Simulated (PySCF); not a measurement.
Compound: C4H5FO.
SMILES with atom numbers: `[O:1]=[C:2]([F:3])[CH:4]1[CH2:5][CH2:6]1` (hydrogens: H7 on C4; H8, H9 on C5; H10, H11 on C6)

Method: PySCF 2.14.0, PBE0-D3(BJ)/def2-SVP geometry optimisation, gas phase; density fitting, grid level 1; the optimiser is geomeTRIC in internal coordinates, started from a GFN2-xTB structure with every atom displaced at random (about 0.01 Å).

Step 0: E = -8976.6736 eV
```
atom  x, y, z in Å  |  force x, y, z in eV/Å
O1      1.8964    0.0914   -1.1655   -0.675  -0.066   0.328
C2      1.3204    0.6911   -0.3106    2.245   0.699  -0.815
F3      1.9138    1.7979    0.2065   -0.162  -0.143  -0.035
C4      0.0683    0.4663    0.3312   -2.208  -1.403   0.412
C5     -0.3819   -1.0039    0.5135   -0.483   2.111  -0.673
C6     -1.0699   -0.1543   -0.4989    0.945  -0.161   1.257
H7     -0.2101    1.1719    1.1098    0.029   0.107   0.061
H8     -0.8893   -1.2355    1.4200   -0.500  -0.135   0.944
H9      0.3060   -1.7297    0.1868    1.038  -1.090  -0.620
H10    -2.0688    0.1954   -0.2970   -0.466   0.238   0.158
H11    -0.8441   -0.3336   -1.5246    0.239  -0.156  -1.017
```

Step 1: E = -8976.6559 eV
```
atom  x, y, z in Å  |  force x, y, z in eV/Å
O1      1.8310    0.0211   -1.1344    0.228   0.427   0.408
C2      1.3523    0.6927   -0.2736   -0.917  -0.269  -0.999
F3      2.0104    1.6898    0.3066    0.252   0.081   0.058
C4     -0.0216    0.5380    0.2702    0.897  -0.406   0.563
C5     -0.3062   -0.9199    0.5293   -0.763  -1.302  -0.282
C6     -1.0955   -0.2051   -0.4967    0.256   1.008  -0.295
H7     -0.2877    1.2463    1.0513   -0.146   0.127   0.048
H8     -0.8216   -1.2427    1.4449    0.169   0.271  -0.063
H9      0.3690   -1.6873    0.1056    0.098   0.543   0.380
H10    -2.1060    0.1390   -0.2644   -0.054  -0.125   0.004
H11    -0.8831   -0.3150   -1.5674   -0.020  -0.354   0.178
```

Step 2: E = -8976.7290 eV
```
atom  x, y, z in Å  |  force x, y, z in eV/Å
O1      1.8659    0.1174   -1.1844   -0.517  -0.405  -0.123
C2      1.3374    0.7122   -0.3020    0.347  -0.024  -0.543
F3      2.0323    1.6913    0.2746   -0.295   0.448   0.574
C4     -0.0057    0.5093    0.2896    0.545  -0.361   0.457
C5     -0.3499   -0.9473    0.5438   -0.160  -0.617  -0.536
C6     -1.0800   -0.2017   -0.5030   -0.055   0.812   0.093
H7     -0.2755    1.2159    1.0763   -0.069   0.093  -0.105
H8     -0.8724   -1.2406    1.4588    0.044   0.224   0.035
H9      0.3335   -1.7105    0.1550    0.218   0.186   0.211
H10    -2.0906    0.1446   -0.2727   -0.049  -0.054  -0.132
H11    -0.8543   -0.3336   -1.5648   -0.009  -0.302   0.068
```

Step 3: E = -8976.7866 eV
```
atom  x, y, z in Å  |  force x, y, z in eV/Å
O1      1.7944    0.1294   -1.2503    0.262   0.257   0.013
C2      1.3315    0.7187   -0.3312   -0.375  -0.210   0.352
F3      1.9789    1.7039    0.3063    0.295   0.005  -0.325
C4      0.0277    0.4844    0.3116   -0.138  -0.287   0.347
C5     -0.3705   -0.9660    0.5478    0.164  -0.045  -0.578
C6     -1.0473   -0.1832   -0.5113   -0.325   0.437   0.409
H7     -0.2432    1.1949    1.0983   -0.038   0.027  -0.186
H8     -0.8956   -1.2276    1.4653   -0.089   0.146   0.117
H9      0.3302   -1.7203    0.1979    0.244  -0.120   0.035
H10    -2.0592    0.1733   -0.3018   -0.037  -0.039  -0.152
H11    -0.8062   -0.3506   -1.5614    0.037  -0.172  -0.031
```

**Question.** Estimate the geometry and energy of step 4. (The exact step hangs on the optimiser's Hessian estimate; all steps are aligned on step 3, rigid shifts and turns removed.)

**Answer.** E = -8976.8166 eV, largest force 0.323 eV/Å
```
atom  x, y, z in Å  |  force x, y, z in eV/Å
O1      1.7920    0.1260   -1.2397    0.088  -0.074   0.012
C2      1.3272    0.7019   -0.3138   -0.052   0.319   0.004
F3      1.9934    1.7059    0.2799    0.015  -0.075  -0.064
C4      0.0228    0.4784    0.3300    0.006  -0.183   0.134
C5     -0.3642   -0.9740    0.5332   -0.170   0.061  -0.100
C6     -1.0584   -0.1702   -0.5008    0.026   0.118   0.025
H7     -0.2581    1.1959    1.1040    0.024   0.003  -0.057
H8     -0.8938   -1.2292    1.4512   -0.003   0.025   0.104
H9      0.3657   -1.7104    0.1953    0.028  -0.075  -0.040
H10    -2.0729    0.1951   -0.3218   -0.009  -0.120   0.042
H11    -0.8129   -0.3624   -1.5463    0.047   0.000  -0.059
```

The energy changes by -0.0300 eV. The first-order estimate −F·Δx gives -0.0639 eV and the mean of the old and new forces, exact on a quadratic surface, -0.0297 eV. The step makes an angle of 53° with the force vector and moves no atom by more than 0.037 Å.

The cost below is that of the whole optimisation. Hardware: one thread of an Arm Neoverse V2, shared host. Cost: 35 s wall, 0.45 GiB resident at most.
